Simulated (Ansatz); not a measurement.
Results of PBE0 (plane waves, PAW; Ansatz, a quantum-chemistry and plane-wave program) for BiSeBr (Pnma, No. 62; cell taken from a computed entry).

Excerpt of the program's output:

```
WARN output.stress: scf.exx.energy_threshold = 1e-6 eV is looser than the 1.2e-7 eV advised for a stress under a hybrid functional (1e-8 eV for each atom of …
Crystal: 12 atoms, lattice volume = 354.651 Å³
Basis set: ecut = 460 eV, 7925 PW (Γ), exchange–correlation on 120×60×160 points (8 copies of the dense FFT grid, shifted against one another)
Bands: 92, of which v1, the nominal top of the filled ones, is band 76 counted from 1 (75 counted from 0)
Symmetry: 8 space group operations
Space group: Pnma (ITA 62), of the structure as read, at distance tolerance 7.1e-5 Å
k-points: 24 of 48
Functional: x = pbe(κ = 0.804, μ = 0.2195149727645171), c = pbe(β = 0.06672455060314922), warm-up for x = 0.75 pbe(κ = 0.804, μ = 0.2195149727645171) + 0.25 exact, c = pbe(β = 0.06672455060314922)
SCF iter   1: F=—  HF=-82601.645207 eV  |F-HF|=—  |Δ(HF+E_count)|=         —  Δρ=1.50e-3  dr2=9.09e-3
SCF iter   2: F=—  HF=-82601.650153 eV  |F-HF|=—  |Δ(HF+E_count)|=   4.95e-3  Δρ=6.54e-4  dr2=1.23e-3
  ...
Crystal: 12 atoms, lattice volume = 354.651 Å³
Initial density: handed on by an earlier stage of this run
Functional: x = 0.75 pbe(κ = 0.804, μ = 0.2195149727645171) + 0.25 exact, c = pbe(β = 0.06672455060314922)
Crystal: 12 atoms, lattice volume = 354.651 Å³
SCF iter   9: F=-82616.857336 eV  HF=-82616.857336 eV  |F-HF|=5.97e-10  |Δ(HF+E_count)|=  3.06e-10  Δρ=3.27e-7  dr2=6.75e-10
SCF 3 converged in 9 iterations: F = -82616.857336 eV  dr2 = 6.75e-10
Crystal: 12 atoms, lattice volume = 354.651 Å³
SCF iter   1: F=—  HF=-82616.857337 eV  |F-HF|=—  |Δ(HF+E_count)|=         —  Δρ=1.35e-6  dr2=3.33e-9
SCF 4 converged in 2 iterations: F = -82616.857337 eV  dr2 = 1.04e-9
Free energy (F): -82616.857337 eV
Internal energy: -82616.857337 eV  (E = F + TS)
E sigma→0 (E₀):  -82616.857337 eV
Fermi energy:    7.168757 eV
--- Forces (eV/Å), atoms counted from 1 ---
  atom   1  Bi     0.12749661     0.00000000    -0.18158950
  atom   2  Bi    -0.12749661    -0.00000000     0.18158950
  atom   3  Bi    -0.12749661    -0.00000000    -0.18158950
  atom   4  Bi     0.12749661     0.00000000     0.18158950
  atom   5  Se     0.21277738     0.00000000    -0.08455119
  atom   6  Se    -0.21277738     0.00000000     0.08455119
  atom   7  Se    -0.21277738     0.00000000    -0.08455119
  atom   8  Se     0.21277738     0.00000000     0.08455119
  atom   9  Br    -0.04861564     0.00000000    -0.01126081
  atom  10  Br     0.04861564    -0.00000000     0.01126081
  atom  11  Br     0.04861564    -0.00000000    -0.01126081
  atom  12  Br    -0.04861564     0.00000000     0.01126081
--- Stress (GPa, compression-positive) ---
        0.777173      -0.000000      -0.000000
       -0.000000       1.082877      -0.000000
       -0.000000      -0.000000       0.991649
  P = ⅓ Tr σ = 0.9506 GPa (9.506 kbar)
```

Problem. Write an input file that could have produced this run (the log leaves some choices open).

Solution. Several could match; the one computed here: 
Ansatz 0.2 input:
```yaml
crystal:
  lattice:
    - [8.0220408254, 0.0, 0.0]
    - [0.0, 4.0681353034, 0.0]
    - [0.0, 0.0, 10.8672684558]
  atoms:
    - { symbol: Bi, position: [0.8690828104, 0.25, 0.1304535411] }
    - { symbol: Bi, position: [0.1309171896, 0.75, 0.8695464589] }
    - { symbol: Bi, position: [0.6309171896, 0.75, 0.6304535411] }
    - { symbol: Bi, position: [0.3690828104, 0.25, 0.3695464589] }
    - { symbol: Se, position: [0.3091878891, 0.75, 0.544765956] }
    - { symbol: Se, position: [0.6908121109, 0.25, 0.455234044] }
    - { symbol: Se, position: [0.1908121109, 0.25, 0.044765956] }
    - { symbol: Se, position: [0.8091878891, 0.75, 0.955234044] }
    - { symbol: Br, position: [0.0318430169, 0.75, 0.3017635692] }
    - { symbol: Br, position: [0.9681569831, 0.25, 0.6982364308] }
    - { symbol: Br, position: [0.4681569831, 0.25, 0.8017635692] }
    - { symbol: Br, position: [0.5318430169, 0.75, 0.1982364308] }
basis:
  ecutwfc: 460
  ecutrho_ratio: 4
  xc_grid: 2
kpoints:
  mp_grid: { grid: [4, 6, 2] }
  band_path:
    path:
      - [0, 0, 0]
      - [0.447917, 0.0, 0.151042]
      - [0.25, 0.0, 0.25]
    npoints: 1
hamiltonian:
  xc: pbe0
  dispersion: none
  pseudopotentials: { kind: paw }
scf:
  occupations: { method: fermi_dirac, width: 0.01 }
  convergence: { dr2_threshold: 0.0000000012 }
output:
  forces: true
  stress: true
  eigenvalues: true
  write_bands: true
```

The PAW data were made under PBE.

Note: cell and atoms aren't relaxed at this level (largest force component 0.21 eV/Å, pressure 1.0 GPa). Note: this cell isn't known to be the ambient phase, and symmetry holds it in the calculation.
